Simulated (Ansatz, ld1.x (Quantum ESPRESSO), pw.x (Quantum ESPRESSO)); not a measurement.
# Equation-of-state test of one ultrasoft potential (C (Z = 6))

```
Element                 : carbon (C)
Generator               : ld1.x (Quantum ESPRESSO) 7.5
Type                    : ultrasoft
Functional              : PBEsol
Relativity              : scalar-relativistic
Frozen core             : [He]
Valence charge          : 4
Reference configuration : 2s1.5 2p2.5
Partial waves           : 2s (bound): rcut 1.20, rcutus 1.35 bohr; 2s channel at -0.5 Ry: rcut 1.20, rcutus 1.35 bohr; 2p (bound): rcut 1.55, rcutus 2.00 bohr; 2p channel at 3.05 Ry: rcut 1.55, rcutus 2.00 bohr
Local potential         : all-electron potential smoothed inside 1.45 bohr (lloc = -1)
Core correction         : none
Augmentation charge     : PSQ, inside the norm-conserving radii
```

Atomic tests: cutoffs needed: 18 Ry and 21 Ry (the cutoffs (Ry, on a coarse ladder) from which the occupation-weighted sum of valence levels, in a spherical-Bessel basis at the reference potential, stays within 10 and 1 mRy of its value at 400 Ry); ghost test: no extra level below or beside the all-electron valence levels (s, p, d, f tested) (spherical-Bessel basis up to 400 Ry, 20 bohr box); largest excitation error: +124 meV (all-electron minus pseudo) for 2s2 2p0, out of 7 test configurations.

Crystal test: fcc C in pw.x 7.5, no spin, 18³ k-points, Fermi–Dirac smearing 0.01 Ry, cutoffs 40/320 Ry. The lattice is a test structure that the element need not adopt, and mesh and smearing are coarse.

pw.x input:

```
&control
  calculation='scf', prefix='x', pseudo_dir='./', outdir='./tmp', tstress=.true., disk_io='none'
/
&system
  ibrav=0, nat=1, ntyp=1, ecutwfc=40, ecutrho=320, nbnd=9,
  occupations='smearing', smearing='fd', degauss=0.01
/
&electrons
  conv_thr=1e-09, mixing_beta=0.4, electron_maxstep=70
/
ATOMIC_SPECIES
C 1.0 C.UPF
CELL_PARAMETERS angstrom
  0.00000000 1.52934798 1.52934798
  1.52934798 0.00000000 1.52934798
  1.52934798 1.52934798 0.00000000
ATOMIC_POSITIONS crystal
C 0.0000 0.0000 0.0000
K_POINTS automatic
18 18 18 0 0 0
```

```bash
pw.x < C.scf.in > C.scf.out
```

Task: How does the run end?

Result: It converges; the pressure is -2.77 GPa against -3.62 GPa from all-electron LAPW.  The log shows:

```
     c_bands:  1 eigenvalues not converged
     [... 28 repeated lines left out ...]
     total energy              =     -11.05078165 Ry
     estimated scf accuracy    <       0.00190798 Ry
     iteration #  2     ecut=    40.00 Ry     beta= 0.40
     total energy              =     -11.05081080 Ry
     estimated scf accuracy    <       0.00056156 Ry
     iteration #  3     ecut=    40.00 Ry     beta= 0.40
     total energy              =     -11.05094327 Ry
     estimated scf accuracy    <       0.00001070 Ry
     iteration #  4     ecut=    40.00 Ry     beta= 0.40
     [... 67 repeated lines left out ...]
     total energy              =     -11.05119842 Ry
     estimated scf accuracy    <       0.00000069 Ry
     [... 6 iterations left out ...]
     iteration # 11     ecut=    40.00 Ry     beta= 0.40
     total energy              =     -11.05121673 Ry
     estimated scf accuracy    <       0.00000002 Ry
     iteration # 12     ecut=    40.00 Ry     beta= 0.40
     [... 1 repeated lines left out ...]
     total energy              =     -11.05121679 Ry
     estimated scf accuracy    <       0.00000002 Ry
     iteration # 13     ecut=    40.00 Ry     beta= 0.40
     total energy              =     -11.05121684 Ry
     estimated scf accuracy    <       0.00000003 Ry
     iteration # 14     ecut=    40.00 Ry     beta= 0.40
     the Fermi energy is    10.7849 ev
!    total energy              =     -11.05121688 Ry
     estimated scf accuracy    <          4.4E-11 Ry
     smearing contrib. (-TS)   =      -0.00169857 Ry
     The total energy is F=E-TS. E is the sum of the following terms:
     one-electron contribution =       4.44668535 Ry
     hartree contribution      =       0.36698206 Ry
     xc contribution           =      -3.17174044 Ry
     ewald contribution        =     -12.69144528 Ry
     convergence has been achieved in  14 iterations
          total   stress  (Ry/bohr**3)                   (kbar)     P=      -27.75
     Message from routine punch:
     Nothing written, as per user request (disk_io='none')
```
